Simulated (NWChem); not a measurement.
Species: H anion

Program: NWChem. Sets without diffuse functions describe the anion's extra electron poorly. The highest occupied level is positive in some or all of these runs, so the extra electron may be held by the finite basis. Total energies compare along this basis series because the functional is fixed.

```
level            basis functions  energy (Ha)  highest occupied level (eV)  orbital gap (eV)
---------------  ---------------  -----------  ---------------------------  ----------------
PBE/3-21G                      2      -0.4261                         7.04             30.00
PBE/pcseg-1                    5      -0.4907                         4.30             15.68
PBE/aug-pcseg-1                9      -0.5248                         1.78              3.04
PBE/pcseg-2                   14      -0.5123                         2.94              7.92
PBE/def2-TZVPP                14      -0.4975                         3.81             11.38
PBE/def2-QZVP                 30      -0.5104                         3.01              7.64
```
